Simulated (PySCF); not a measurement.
# C7H8O: calculation against experiment

**What was measured.**

From NIST CCCBDB Release 22 (SRD 101), experimental dipoles, for the gas: dipole moment 1.262 D.

The results are set against them at the end.

Species: C7H8O.
Atom-mapped SMILES: `[CH3:1][O:2][c:3]1[cH:4][cH:5][cH:6][cH:7][cH:8]1` (hydrogens: H9, H10, H11 on C1; H12 on C4; H13 on C5; H14 on C6; H15 on C7; H16 on C8)

Cartesian coordinates in Å at the GFN2-xTB level; atoms count from 1:
```
atom  x, y, z in Å
C1    -2.678    0.144   -0.212
O2    -1.599   -0.564   -0.770
C3    -0.339   -0.285   -0.328
C4     0.687   -1.024   -0.919
C5     1.998   -0.819   -0.544
C6     2.310    0.124    0.424
C7     1.295    0.856    1.010
C8    -0.027    0.658    0.644
H9    -3.570   -0.240   -0.706
H10   -2.760   -0.030    0.866
H11   -2.596    1.219   -0.400
H12    0.426   -1.752   -1.671
H13    2.782   -1.399   -1.007
H14    3.336    0.285    0.717
H15    1.526    1.593    1.765
H16   -0.797    1.243    1.122
```

Runs made with PySCF (gas phase, on this GFN2-xTB geometry; no spin–orbit coupling):

```json
{"level": "PBE0/pcSseg-1", "job": "shieldings, ring-centre shieldings, charges and field gradients", "basis functions": "176", "wall time": "44 s"}
```

Hardware: one thread of an x86-64 server, on a shared host.

## Comparison

**Dipole moment.** Measured: 1.262 D (NIST CCCBDB Release 22 (SRD 101), experimental dipoles).

```csv
level,computed (D),computed − measured (D),% (from the printed values)
PBE0/pcSseg-1,1.407,+0.145,+11
```

The computed dipoles belong to one fixed geometry; measured ones are averaged over vibrations unless marked μe. Magnitudes are compared, not signs.

The geometry is computed, not the measured one. Where a level misses, the cause wasn't examined.
